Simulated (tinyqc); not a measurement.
Worked calculation: extended Hueckel theory, for CH2. Computed by tinyqc, a small Python program that keeps every step (integrals from PySCF). Settings: charge = 0, K = 1.5, weighted = 1, multiplicity = 1. Command: `OMP_NUM_THREADS=1 python tinyqc.py 24599 24600 out.jsonl` (the two numbers bound the seeds that draw the settings). One thread of a shared host (Intel(R) Xeon(R) Processor @ 2.60GHz), about 0.01 s of CPU time with the checks.

## Overlaps

Geometry (angstrom):
```
atom         x          y         z
C     0.000000   0.000000  0.000000
H     0.000000   0.998000  0.460000
H     0.000000  -0.988000  0.456000
```

Parameters chosen for this run:
```
element  shell  Slater exponent   H_ii (eV)
H           1s         1.300000  -13.600000
C           2s         1.625000  -21.400000
C           2p         1.625000  -11.400000
```

Slater orbitals, each expanded in six Gaussians scaled to its exponent.

overlap S, lower triangle:
```
           1C 2s    1C 2px     1C 2py    1C 2pz     2H 1s     3H 1s
1C 2s   1.000000
1C 2px  0.000000  1.000000
1C 2py  0.000000  0.000000   1.000000
1C 2pz  0.000000  0.000000   0.000000  1.000000
2H 1s   0.487344  0.000000   0.443517  0.204427  1.000000
3H 1s   0.493372  0.000000  -0.446778  0.206205  0.105042  1.000000
```

## Wolfsberg-Helmholz matrix

diagonal H_ii (eV): 1C 2s -21.400000, 1C 2px -11.400000, 1C 2py -11.400000, 1C 2pz -11.400000, 2H 1s -13.600000, 3H 1s -13.600000

K = 1.500000

H_ij = K' S_ij (H_ii + H_jj)/2 for i != j (the diagonal keeps H_ii), with K' = K + D^2 + D^4 (1 - K), D = (H_ii - H_jj)/(H_ii + H_jj), K = 1.5.

H (eV), lower triangle:
```
             1C 2s      1C 2px      1C 2py      1C 2pz       2H 1s       3H 1s
1C 2s   -21.400000
1C 2px    0.000000  -11.400000
1C 2py    0.000000    0.000000  -11.400000
1C 2pz    0.000000    0.000000    0.000000  -11.400000
2H 1s   -13.205834    0.000000   -8.358718   -3.852716  -13.600000
3H 1s   -13.369185    0.000000    8.420176   -3.886235   -2.142865  -13.600000
```

## Orbitals

valence electrons = 6

Solve H C = S C e through S^(-1/2); fill by pairs from the bottom, a degenerate level sharing its electrons equally; each orbital has its largest coefficient positive (the first on a tie).

orbital energies (eV): -22.516725  -14.850686  -11.854759  -11.400000  1.355933  5.752478

occupations: 2.000000  2.000000  2.000000  0.000000  0.000000  0.000000

coefficients:
```
              MO1        MO2        MO3       MO4        MO5        MO6
1C 2s    0.786070   0.000759  -0.229336  0.000000   0.062484   1.103023
1C 2px   0.000000   0.000000   0.000000  1.000000   0.000000   0.000000
1C 2py   0.000614   0.476112  -0.001652  0.000000   1.249312  -0.086464
1C 2pz  -0.026491   0.000202   0.924497  0.000000   0.034185   0.547397
2H 1s    0.194015   0.464265   0.146855  0.000000  -0.942636  -0.864929
3H 1s    0.196763  -0.459415   0.146024  0.000000   0.829830  -0.993560
```

sum of one-electron energies = -98.444339 eV

## Mulliken analysis

P = C n C^T; charge = valence electrons (H 1, C 4) minus the sum of (P S)_ii on the atom; overlap population = 2 sum P_ij S_ij between two atoms.

charges: 1C -0.239016, 2H 0.117209, 3H 0.121808

Overlap populations:
```
pair      value
2-1    0.731149
3-1    0.736551
3-2   -0.064568
```
